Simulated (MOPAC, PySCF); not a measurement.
C2H3N, SMILES `CC#N`, neutral singlet in the gas phase. 

Cartesian coordinates (Å):
```xyz
6

C     -0.4876     0.0159     0.0186
C      0.9697    -0.0317    -0.0369
N      2.1262    -0.0695    -0.0810
H     -0.9212    -0.6486    -0.7440
H     -0.8432    -0.3069     1.0087
H     -0.8439     1.0408    -0.1654
```
Charge 0, multiplicity 1.

All levels are single points at this geometry (B3LYP-D3(BJ)/def2-SVP); Pople sets use spherical d functions. Orbital energies aren't observables, and empty levels follow the basis.

M06-2X/6-31G* in PySCF gives gap (eV) = 12.96.

Problem. Estimate the gap (eV) from each of these levels: PBE-D3(BJ)/def2-TZVP in PySCF; ωB97X-D3(BJ)/def2-TZVP in PySCF; B3LYP/3-21G in PySCF; B3LYP/6-311+G** in PySCF; B3LYP/6-31G* in PySCF; BP86/6-31G* in PySCF; PBE/6-31G* in PySCF; SVWN5/6-31G* in PySCF; HF/3-21G in PySCF; HF/STO-3G in PySCF; AM1 in MOPAC; PM3 in MOPAC.

Solution. 
```json
[
 {"level": "PBE-D3(BJ)/def2-TZVP in PySCF", "gap (eV)": "7.79"},
 {"level": "ωB97X-D3(BJ)/def2-TZVP in PySCF", "gap (eV)": "14.59"},
 {"level": "B3LYP/3-21G in PySCF", "gap (eV)": "10.23"},
 {"level": "B3LYP/6-311+G** in PySCF", "gap (eV)": "8.91"},
 {"level": "B3LYP/6-31G* in PySCF", "gap (eV)": "9.89"},
 {"level": "BP86/6-31G* in PySCF", "gap (eV)": "7.89"},
 {"level": "PBE/6-31G* in PySCF", "gap (eV)": "7.89"},
 {"level": "SVWN5/6-31G* in PySCF", "gap (eV)": "7.86"},
 {"level": "HF/3-21G in PySCF", "gap (eV)": "18.19"},
 {"level": "HF/STO-3G in PySCF", "gap (eV)": "20.70"},
 {"level": "AM1 in MOPAC", "gap (eV)": "14.29"},
 {"level": "PM3 in MOPAC", "gap (eV)": "13.80"}
]
```
